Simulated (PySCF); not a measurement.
A small calculation by hand: entropy of an ideal gas

ethanol cation (C2H6O), SMILES CCO (connectivity only; charge and spin as stated), charge +1, multiplicity 2.

Geometry optimised at PBE-D3(BJ)/def2-TZVP. The spin state was assumed, not searched. One conformer was computed; it need not be the lowest.

PBE-D3(BJ)/def2-TZVP run with PySCF gives the harmonic wavenumbers 107, 368, 426, 605, 888, 959, 992, 1013, 1039, 1116, 1263, 1284, 1351, 1355, 1400, 2484, 2645, 2921, 2964, 3073, 3493 cm⁻¹ and the rotational temperatures 1.8061, 0.4374, 0.3844 K. The molar mass is 46.07 g/mol, the symmetry number 1, the spin multiplicity 2.

Q: Work out the entropy at 298.15 K and 1 atm in the rigid-rotor, harmonic-oscillator model.

A: 
Translation (Sackur–Tetrode at 1 atm): S = R[1.5 ln M + 2.5 ln T − 1.16487] = 156.5 J/(mol K).
Rotation: q = (√π/σ) T^1.5/√(θA θB θC) = 16600, S = R[ln q + 3/2] = 93.2 J/(mol K).
Vibration: with u = 1.4388 ν/T, each mode gives R[u/(e^u − 1) − ln(1 − e^−u)]:
```csv
ν (cm⁻¹),modes,u,S (J/(mol K))
107,1,0.52,13.90
368,1,1.78,4.55
426,1,2.06,3.65
605,1,2.92,1.85
888,1,4.29,0.61
959,1,4.63,0.46
992,1,4.79,0.40
1013,1,4.89,0.37
1039,1,5.01,0.33
1116,1,5.39,0.24
1263,1,6.09,0.13
1284,1,6.20,0.12
1351,1,6.52,0.09
1355,1,6.54,0.09
1400,1,6.76,0.08
```
The stiffer modes add less than 0.005 each. Sum 26.9 J/(mol K).
Spin: R ln 2 = 5.8 J/(mol K).
Total 282.4 J/(mol K); the program's own thermochemistry gives 282.5. Translation makes up 55 % and vibration 10 %. Anharmonicity, hindered rotation and orbital degeneracy are left out.
